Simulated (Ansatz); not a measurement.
# C₂H₂FNS: small, medium and large basis sets

An exercise on one series of results from a longer session: the logs are not shown, and one member is left open.

Program: Ansatz 0.2.0, Gaussian basis. Level of theory: one geometry, several basis sets. These are calculated values, not measurements.

The runs, in order: PBE0-D4/def2-SVP; ωB97M-V/def2-SVP; PBE0-D4/def2-QZVPP; ωB97M-V/def2-QZVPP; the functionals' def2-TZVPP values are taken from earlier runs.

## The relaxed structure

An earlier PBE0-D4 in a triple-zeta def2 set relaxation fixed the geometry.

7 atoms, charge 0, spin multiplicity 1.

Atoms are counted from 1 here; the program's logs count them from 0.

Bond lengths: F1–C2 1.363 Å, C2–S3 1.769 Å, C2–C4 1.421 Å, C2–N5 1.472 Å, S3–H6 1.345 Å, C4–N5 1.259 Å, C4–H7 1.082 Å. Angles: F1–C2–S3 112.7°, F1–C2–C4 118.2°, F1–C2–N5 113.9°, S3–C2–C4 124.3°, S3–C2–N5 122.6°, C4–C2–N5 51.5°, C2–S3–H6 95.3°, C2–C4–N5 66.3°, C2–C4–H7 153.8°, N5–C4–H7 139.9°, C2–N5–C4 62.1°.

The first run:

The input, in.yaml:

```yaml
crystal:
  periodic: [false, false, false]
  atoms:
    - {symbol: F, position_ang: [-0.920461, -1.323929, 0.173830]}
    - {symbol: C, position_ang: [-0.150031, -0.203723, 0.075852]}
    - {symbol: S, position_ang: [0.372932, 0.406454, 1.652142]}
    - {symbol: C, position_ang: [-0.273793, 0.595721, -1.092413]}
    - {symbol: N, position_ang: [0.718502, -0.178194, -1.112349]}
    - {symbol: H, position_ang: [1.081978, -0.688164, 1.979885]}
    - {symbol: H, position_ang: [-0.768027, 1.323737, -1.722645]}
basis:
  gaussian: {orbitals: def2-SVP}
hamiltonian: {xc: pbe0, dispersion: d4}
output: {orbitals: {seedname: orbitals}}
```

The run is started by

```console
$ ansatz run in.yaml --threads 2 --pin off --events-out ev --progress --plain --max-ram 4352MiB
```

Among the steps run: PBE0-D4 in def2-SVP; ωB97M-V in def2-SVP; PBE0-D4 in def2-QZVPP; ωB97M-V in def2-QZVPP.

One of the session's tables, all rows but one given; the rest of the session is left out.

It belongs to the step «Functionals by basis». 

```
functional       basis  HOMO (eV)
   PBE0-D4    def2-SVP      -7.42
   PBE0-D4  def2-TZVPP      -7.54
   PBE0-D4  def2-QZVPP      -7.59
   ωB97M-V    def2-SVP      -9.63
   ωB97M-V  def2-TZVPP          ?
   ωB97M-V  def2-QZVPP      -9.83
```

Q: Estimate the row for ωB97M-V, def2-TZVPP from the others.

The run gave: HOMO (eV): -9.78. In the column «HOMO (eV)» it lies between ωB97M-V, def2-QZVPP (-9.83) and ωB97M-V, def2-SVP (-9.63).
